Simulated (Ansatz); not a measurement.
Bond stretch in Li₂, singlet.

UMP2 = MP2 on UHF/cc-pVQZ, frozen core run with Ansatz (a quantum-chemistry and plane-wave program); FCI = Ansatz with full CI/cc-pVQZ, frozen core; UHF/cc-pVQZ (Ansatz); RCCSD(T) = CCSD(T) on RHF/cc-pVQZ, frozen core (Ansatz).

Energies are in kcal/mol, each relative to the lowest point of its own curve near equilibrium.

```csv
R / Å,UMP2,FCI,UHF,RCCSD(T)
2.08,13.5,10.6,10.8,10.6
2.18,9.5,6.9,7.3,6.9
2.37,4.1,2.4,2.8,2.4
2.48,2.2,1.0,1.3,1.0
2.63,0.6,0.1,(withheld),0.1
2.68,0.2,0.0,0.1,0.0
2.74,0.0,0.0,0.0,0.0
2.84,0.0,0.3,0.1,0.3
2.92,0.7,0.7,0.0,0.7
3.00,1.4,1.3,0.0,1.3
3.12,2.6,2.4,(withheld),2.4
3.47,6.0,6.2,1.3,6.2
3.70,8.0,9.0,2.0,9.0
4.13,(withheld),13.9,(withheld),13.9
4.61,12.5,18.0,(withheld),18.0
4.91,13.2,19.9,4.2,19.9
5.39,13.9,21.8,(withheld),21.8
6.11,14.4,23.2,4.6,23.2
6.67,14.5,23.6,4.7,23.6
7.46,14.6,23.9,4.7,23.9
8.22,14.6,23.9,4.7,23.9
```

**Question.** Some entries are withheld; supply them.

**Answer.** 
- 2.63, UHF: 0.2
- 3.12, UHF: 0.2
- 4.13, UMP2: 10.7
- 4.13, UHF: 3.1
- 4.61, UHF: 3.9
- 5.39, UHF: 4.5

The unrestricted determinant behind UMP2, UHF is spin-contaminated at 2.08 to 8.22 Å (<S²> up to 1.0, against 0.00 for a pure singlet). With two correlated electrons CCSD is exact in the basis where it finds the lowest root (RCCSD(T)).
